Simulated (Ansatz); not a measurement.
**CH₂OSi (SMILES C=[Si]=O): a short trajectory**

The task is to watch the atoms for 40 steps of 0.25 fs, started with velocities for 700 K and run at constant energy.

Program: Ansatz 0.2.0, Gaussian basis. Level of theory: r2SCAN-D4/def2-SVP. These are calculated values, not measurements.

### Step 1. The starting structure

5 atoms, charge 0, spin multiplicity 1.

Atoms are counted from 1 here; the program's logs count them from 0.

Bond lengths: C1–Si2 1.748 Å, C1–H4 1.080 Å, C1–H5 1.080 Å, Si2–O3 1.501 Å. Angles: Si2–C1–H4 119.4°, Si2–C1–H5 119.3°, H4–C1–H5 114.6°, C1–Si2–O3 173.5°.

As a file:

```mol
CH2OSi
  3D, bonds by distance, orders not assigned

  5  4  0  0  0  0  0  0  0  0999 V2000
   -0.1797    0.6258   -0.4441 C   0  0
    0.3486   -0.7563    0.4862 Si  0  0
    0.9537   -1.9247    1.2093 O   0  0
   -0.2984    1.5807    0.0458 H   0  0
   -0.8243    0.4744   -1.2971 H   0  0
  1  2  8  0
  1  4  8  0
  1  5  8  0
  2  3  8  0
M  END
```

### Step 2. The run

md/in.yaml

```yaml
crystal:
  periodic: [false, false, false]
  atoms:
    - {symbol: C, position_ang: [-0.179710, 0.625830, -0.444120]}
    - {symbol: Si, position_ang: [0.348640, -0.756320, 0.486190]}
    - {symbol: O, position_ang: [0.953700, -1.924670, 1.209270]}
    - {symbol: H, position_ang: [-0.298380, 1.580710, 0.045780]}
    - {symbol: H, position_ang: [-0.824250, 0.474450, -1.297120]}
basis:
  gaussian: {orbitals: def2-SVP}
hamiltonian: {xc: r2scan, dispersion: d4}
md: {n_steps: 40, timestep: 0.25, temperature: 700, ensemble: nve, seed: 398, initial_velocities: maxwell_boltzmann}
```

Command:

```console
$ ansatz run in.yaml --threads 2 --pin off --events-out ev --progress --plain --max-ram 3481MiB
```

Before running it: what results should come out? Wanted: temperature at the start; mean temperature, second half; lowest and highest potential energy, from the first frame; largest change of potential + kinetic.

As calculated:

| quantity | value |
| --- | --- |
| length | 40 steps, 10.0 fs |
| temperature at the start | 700 K |
| mean temperature, second half | 328 K |
| lowest and highest potential energy, from the first frame | -26 and 211 meV |
| largest change of potential + kinetic | 0.2 meV |

**Reading.** With no thermostat the total energy should stay fixed; it holds within 0.2 meV, small beside the kinetic energy, so the time step serves. With 5 atoms the instant temperature spans 157 to 767 K. The bonding pattern stays as it was.
